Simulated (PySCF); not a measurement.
## Partial charges of `FC(F)(F)F`

CF₄.
Cartesian coordinates in Å at the GFN2-xTB level; atoms count from 1:
```
atom  x, y, z in Å
F1     0.382    1.114   -0.588
C2     0.002    0.001   -0.003
F3    -0.515   -0.810   -0.899
F4     1.039   -0.575    0.561
F5    -0.900    0.273    0.913
```

Density: PBE0/pcSseg-1 (PySCF); schemes: Mulliken, IAO, Hirshfeld and ESP-fitted. Isolated species at its GFN2-xTB geometry, gas phase.

**Question.** Which atoms carry the highest charge in the Mulliken, IAO, Hirshfeld and ESP-fitted schemes?

**Answer.** All schemes agree: Mulliken C2 (+0.923); IAO C2 (+1.041); Hirshfeld C2 (+0.334); ESP-fitted C2 (+0.674).

**Question.** At which atom do the 4 schemes differ most?

**Answer.** At C2: from +0.334 (Hirshfeld) to +1.041 e (IAO), 0.707 e apart.

**Question.** Give the atomic charges in each scheme.

**Answer.** In e:

| atom | environment | Mulliken | IAO | Hirshfeld | ESP-fitted |
| --- | --- | --- | --- | --- | --- |
| F1 | fluorine bonded to C | -0.231 | -0.260 | -0.083 | -0.169 |
| C2 | carbon bonded to 4 F | +0.923 | +1.041 | +0.334 | +0.674 |
| F3 | fluorine bonded to C | -0.231 | -0.260 | -0.083 | -0.169 |
| F4 | fluorine bonded to C | -0.231 | -0.260 | -0.084 | -0.169 |
| F5 | fluorine bonded to C | -0.231 | -0.260 | -0.083 | -0.168 |

Mean size of the charges over all atoms: IAO 0.417 e, Mulliken 0.369 e, ESP-fitted 0.270 e, Hirshfeld 0.133 e. Each set sums to the total charge, 0, to within 0.001 e. The Mulliken scheme counts on each atom the diagonal of the density matrix times the overlap matrix over that atom's basis functions. The Hirshfeld scheme divides the density at each point in proportion to the densities of the neutral, spherically averaged free atoms.

**Question.** How many electrons does the IAO scheme count on C2?

**Answer.** Z − q = 6 − (+1.041) = 4.959.

**Question.** Sum the charges by element, for elements with more than one atom.

**Answer.** 
| element | atoms | Mulliken | IAO | Hirshfeld | ESP-fitted |
| --- | --- | --- | --- | --- | --- |
| F | 4 | -0.922 | -1.041 | -0.334 | -0.674 |
